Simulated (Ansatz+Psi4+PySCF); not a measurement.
## doublet NO₃: levels of theory in one basis

```json
{"atom": "N", "x (Å)": "0.0006", "y (Å)": "-0.0169", "z (Å)": "-0.0248"}
{"atom": "O", "x (Å)": "1.2465", "y (Å)": "-0.0185", "z (Å)": "0.0227"}
{"atom": "O", "x (Å)": "-0.6481", "y (Å)": "1.0773", "z (Å)": "0.0101"}
{"atom": "O", "x (Å)": "-0.6226", "y (Å)": "-1.0772", "z (Å)": "-0.0297"}
```

Basis set: cc-pVTZ (spherical functions). Correlated methods keep 4 orbitals frozen. Correlation on ROHF uses semicanonical orbitals with singles. Charge 0, multiplicity 2.

Computed with Ansatz (development build ahead of 0.2.0); each method stands on the lowest determinant of its kind that the runs found.

| method | E − E(ROHF) (eV) | <S²> of the determinant |
| --- | --- | --- |
| ROHF | 0.00 | 0.75 |
| UHF | -0.65 | 1.38 |
| ROHF-CCSD | -24.10 | – |
| ROHF-CCSD(T) | -25.51 | – |

Task: What does ROHF-MP2 give on the same scale?

Result: -23.97 eV.

Caution for ROHF, ROHF-MP2, ROHF-CCSD, ROHF-CCSD(T): an unrestricted determinant lies well below. Caution for UHF: the unrestricted determinant is spin contaminated. Caution for ROHF-MP2, ROHF-CCSD, ROHF-CCSD(T): large amplitudes, a single reference is doubtful. Caution for ROHF-MP2, ROHF-CCSD(T): another reference gives a lower total.
